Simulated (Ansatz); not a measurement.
Molecule: BCl₂ (charge 0, doublet). SMILES: Cl[B]Cl
Geometry: optimised at B3LYP-D3(BJ)/def2-TZVP (Ansatz, an electronic-structure program).

Wanted: atomisation energy, in kcal/mol. Terms: valence correlation only; six Cartesian d functions in 6-31G* and its kin unless marked 5d; atomisation electronic, to ground-state atoms; non-relativistic; no spin-orbit coupling; 6-311+G** with 5d, 6d on Na to Ar in Ansatz; LANL2DZ with its own core potentials from Na on; UHF or UKS for open shells. Basis-set limits of correlation are two-point, X^-3; Hartree-Fock from the larger set. First-principles rows: single points at B3LYP-D3(BJ) geometries (Ansatz).

Coupled cluster (Ansatz) is a level with limits of its own, used here on species with T1 under 0.025 (0.045 for open shells) and stable references: CCSD(T)/CBS(cc-pV(T+d)Z,cc-pV(Q+d)Z).

Value to compare with, CCSD(T)/CBS(cc-pV(T+d)Z,cc-pV(Q+d)Z) (Ansatz): 203.1 kcal/mol.

```json
[
 {"level": "HF/STO-3G", "program": "Ansatz", "atomisation energy (kcal/mol)": "187.4", "difference": "-15.7"},
 {"level": "HF/3-21G", "program": "Ansatz", "atomisation energy (kcal/mol)": "120.9", "difference": "-82.2"},
 {"level": "HF/LANL2DZ", "program": "Ansatz", "atomisation energy (kcal/mol)": "118.7", "difference": "-84.4"},
 {"level": "HF/6-31G*", "program": "Ansatz", "atomisation energy (kcal/mol)": "155.8", "difference": "-47.3"},
 {"level": "HF/6-311+G**", "program": "Ansatz", "atomisation energy (kcal/mol)": "154.5", "difference": "-48.6"}
]
```

Among the 5 habitual levels, HF/LANL2DZ lies farthest from CCSD(T)/CBS(cc-pV(T+d)Z,cc-pV(Q+d)Z) (Ansatz) (-84.4 kcal/mol) and HF/STO-3G nearest (-15.7); 0 of 5 lie above it, and their mean absolute difference is 55.6 kcal/mol, the median 48.6. One case shows no general order.

The sets are all those run for this method; runs whose electronic state is in doubt are left out.
